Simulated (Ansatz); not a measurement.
Two isomers of C5H8: A = `CC1=CC1C`, B = `C=CC1CC1`.

Program: Ansatz. Geometries: PBE0-D4/def2-TZVP. ΔE: electronic, gas phase. CBS: MP2 limit from def2 TZ/QZ plus the TZ coupled-cluster correction, frozen cores. DFT in def2-TZVPP. One conformer a species, not always the lowest.

Which isomer does CCSD(T)/CBS put lower? Give the gap. (Estimate.)

Ansatz gave: B, by 21.0 kcal/mol.

Give E(B) − E(A) in kcal/mol with ωB97M-V, CCSD/def2-TZVPP, CCSD(T)/def2-TZVPP, MP2/def2-TZVPP, B2PLYP, PBE-D4, PBE0-D4. (An estimate is asked.)

The calculation gave: ωB97M-V -20.9, CCSD/def2-TZVPP -21.7, CCSD(T)/def2-TZVPP -21.5, MP2/def2-TZVPP -20.7, B2PLYP -20.8, PBE-D4 -19.5, PBE0-D4 -20.4. None reverses the order clearly.

Largest T1 diagnostic: 0.010.

In def2-TZVPP, CCSD(T) changes the Hartree–Fock value by +1.2 kcal/mol (the triples alone add +0.2 kcal/mol) and MP2 by +2.0 kcal/mol. From PBE to PBE0 (25 % exact exchange), in def2-TZVPP and without D4, E(B) − E(A) moves by −0.9 kcal/mol.
